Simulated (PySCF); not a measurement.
Stepwise substitution at one centre (B F-H). Gas-phase values, no solvent. Strings in code marks are SMILES.

Computed with PBE-D3(BJ)/def2-TZVP // B3LYP-D3(BJ)/def2-TZVP (PySCF). All candidates: neutral, multiplicity 1. 

| Quantity | Result |
|---|---|
| dipole moment | 0.62 D |
| HOMO | -7.76 eV |
| HOMO–LUMO gap | 5.53 eV |

### Question
Name which member has these values.
A. `FB(F)F`
B. `FBF`
C. `BF`

### Answer
C, `BF`. The others give `FB(F)F`: 0.00 D, -10.00 eV, 9.61 eV; `FBF`: 0.78 D, -9.13 eV, 7.73 eV
